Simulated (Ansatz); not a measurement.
```yaml
crystal:
  periodic: [false, false, false]
  atoms:
    - {symbol: C, position_ang: [-0.644341, 0.664687, -1.020961]}
    - {symbol: C, position_ang: [0.023238, -0.078133, 0.081153]}
    - {symbol: C, position_ang: [1.489220, 0.320907, 0.251021]}
    - {symbol: C, position_ang: [-0.138406, -1.560463, 0.017371]}
    - {symbol: P, position_ang: [-0.706336, 0.427237, 1.718406]}
    - {symbol: H, position_ang: [-0.464643, 1.722146, -1.034936]}
    - {symbol: H, position_ang: [-0.117591, 0.318347, -1.990768]}
    - {symbol: H, position_ang: [-1.651915, 0.498839, -1.139898]}
    - {symbol: H, position_ang: [2.039513, -0.163956, 0.965556]}
    - {symbol: H, position_ang: [1.669425, 1.384203, 0.313826]}
    - {symbol: H, position_ang: [1.960238, 0.025454, -0.766986]}
    - {symbol: H, position_ang: [-1.207823, -1.804588, -0.072007]}
    - {symbol: H, position_ang: [0.269352, -2.073461, 0.773890]}
    - {symbol: H, position_ang: [0.377211, -1.887832, -0.950468]}
    - {symbol: H, position_ang: [-0.729681, 1.888409, 1.495331]}
    - {symbol: H, position_ang: [-2.076228, 0.321886, 1.369183]}
basis:
  gaussian: {orbitals: "6-31++G**", point_charges: [{charge: -1.00, position_ang: [4.780, 0.845, 0.382]}]}
magnetization: {spin_polarized: true, initial_magnetization: 3}
hamiltonian: {xc: {name: HF}}
correlation: {method: mp2}
accuracy: high
output: {forces: true}
```

```sh
$ ansatz run in.yaml --threads 4 --pin off --events-out ev --progress --plain --max-ram 11315MiB
```

Shortened log:

```
Error: a molecule whose nuclei and cores have a total charge of 50 cannot have a net charge of 0 together with 3 unpaired electrons
```

Q: Something in this input is off. What?

A: The number of unpaired electrons doesn't fit the electron count. The program refused the input.
